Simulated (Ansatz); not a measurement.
Compounds of Al with 3 ligands, in which F is traded for NH2. Quantity: electronic atomisation energy to ground-state atoms, in kcal/mol. Structures are relaxed separately at B3LYP-D3(BJ)/def2-TZVP in Ansatz (a quantum-chemistry and plane-wave program), one conformer each, not searched for the lowest. Correlated levels leave the core frozen unless marked. UHF or UKS for open shells. No spin-orbit coupling. Non-relativistic. CBS marks a two-point X^-3 extrapolation of the correlation energy; Hartree-Fock from the larger set. The first level has limits of its own: it lacks core correlation, which all-electron functionals hold.

```tsv
n(NH2)	species (SMILES)	CCSD(T)/CBS(cc-pV(T+d)Z,cc-pV(Q+d)Z) (Ansatz)	PBE/def2-TZVPD (Ansatz)	B3LYP-D3(BJ)/def2-TZVPD (Ansatz + dftd3)
0	[F][Al]([F])[F]	430.9	424.5	415.9
1	[NH2][Al]([F])[F]	?	?	?
2	[NH2][Al]([NH2])[F]	700.0	702.6	697.6
3	[NH2][Al]([NH2])[NH2]	829.8	836.5	833.2
```

Problem. Fit a straight line through the known rows at each level by least squares, predict the withheld row (n(NH2) = 1), and compare with the run.

Solution. 
- The known rows have mean n(NH2) = 1.66667 and Σ(n(NH2) - mean)² = 4.6667.
- CCSD(T)/CBS(cc-pV(T+d)Z,cc-pV(Q+d)Z): mean 653.567, Σ(n(NH2) - mean)(y - mean) = 621.567, slope 133.192 kcal/mol a step; the line gives 653.567 + (133.192)×(1 - 1.66667) = 564.8; the run gives 567.4, +2.6 from the line, whose largest residual on the known rows is 2.0.
- PBE/def2-TZVPD: mean 654.533, Σ(n(NH2) - mean)(y - mean) = 642.033, slope 137.578 kcal/mol a step; the line gives 654.533 + (137.578)×(1 - 1.66667) = 562.8; the run gives 565.6, +2.8 from the line, whose largest residual on the known rows is 2.2.
- B3LYP-D3(BJ)/def2-TZVPD: mean 648.900, Σ(n(NH2) - mean)(y - mean) = 650.300, slope 139.349 kcal/mol a step; the line gives 648.900 + (139.349)×(1 - 1.66667) = 556.0; the run gives 558.8, +2.8 from the line, whose largest residual on the known rows is 2.3.
- PBE minus the first level along the series: -6.4, -1.8, +2.6, +6.7 kcal/mol.
